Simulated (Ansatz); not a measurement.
FeS₂ (Pnnm, No. 58), treated with PBEsol in Ansatz (plane waves, PAW).

Run with plane-wave cutoff 500 eV, 10×8×12 k mesh (along the axes of the cell as run), gaussian smearing 0.02 eV, no spin polarisation, scalar-relativistic PAW data made under PBE.

Cell (relaxed at this level):

FeS2 is taken in the orthorhombic space group Pnnm (No. 58), Pearson symbol oP6. Lattice parameters: a = 4.3673 Å, b = 5.3331 Å, c = 3.3445 Å, α = 90.00°, β = 90.00°, γ = 90.00°. Fe on 2a is surrounded by 6 S at 2.192–2.209 Å (octahedral). S on 4g has 3 Fe at 2.192–2.209 Å and 1 S at 2.251 Å (tetrahedral). (Neighbours: up to the widest gap in distance over summed covalent radii, below 1.35, at either atom; cation-cation and far metal-metal contacts left out.)

### Question
Predict the band gap.

### Answer

band gap: 0.90 eV (on the SCF k mesh)

Measured, for comparison: band gap 0.73 eV (temperature not stated, no zero-point or thermal correction, X-ray absorption and emission, our sources range from 0.34 to 0.73; as tabulated in Ma et al. (2021), arXiv:2111.12440).

Computed values are for the static lattice.

Ansatz is a quantum-chemistry and plane-wave program.
